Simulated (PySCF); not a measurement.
Structure problem from calculated spectra and properties.

Elements present: C, F, H and S. Monoisotopic mass: 115.9908 u.

| Property | Result |
| --- | --- |
| Rotational structure | rotational constants A, B, C: 4.415, 2.332, 2.097 GHz [PBE0-D3(BJ)/def2-SVP] |
| UV, first state | lowest singlet excitation: 5.65 eV (220 nm, f = 0.000) [TDDFT CAM-B3LYP/def2-SVPD] |
| Triplet | lowest triplet excitation (Tamm–Dancoff): 5.11 eV [TDA CAM-B3LYP/def2-SVPD] |
| 1H NMR | chemical shifts (computed TMS as zero) by class: 2.32 (3 H) ppm [GIAO CAM-B3LYP/pcSseg-2] |
| Dipole | 2.37 D [CAM-B3LYP/def2-SVPD] |
| 13C NMR | chemical shifts (computed TMS as zero) by class: 146.6 (1 C), 15.7 (1 C) ppm [GIAO CAM-B3LYP/pcSseg-2] |

Gas-phase values; electronic properties from PySCF, density fitting. Levels stand in brackets. Geometry: PBE0-D3(BJ)/def2-SVP; no solvent, vibrations or thermal averaging. NMR classes are plain means over equivalent atoms (diastereotopic ones count apart unless rotation or inversion swaps them), as if these changed places fast.

Task: Which formula fits the mass and the elements?

Result: C2H3F3S (calculated 115.9908). No other formula that holds each of these elements comes within 0.0003 u with a fitting electron parity and a possible valence count.

Task: What is the compound? Reason from the data.

Result: Numbering: `[CH3:1][S:2][C:3]([F:4])([F:5])[F:6]`. Its formula, C2H3F3S, gives 0 degrees of unsaturation, so no ring and no π bond. 2 carbons fall into 2 classes; from least to most shielded: CF3 carbon [C3] (146.6 ppm), S-methyl carbon [C1] (15.7 ppm). All hydrogens form one class (2.32 ppm): methyl hydrogen. By its constants the optimised geometry is an asymmetric top. Structure: `FC(F)(F)SC` (methyl(trifluoromethyl) sulfide). Computed isomers that give other values at the same levels: `FC(F)(F)CS` (rotational constant A: 5.284 GHz; this holds for the one conformer computed). The assignments are read from this structure; whether some other isomer fits the data as well wasn't checked.

Conformer computed: `[CH3:1][S:2][C:3]([F:4])([F:5])[F:6]`: C1–S2–C3–F4 62°.
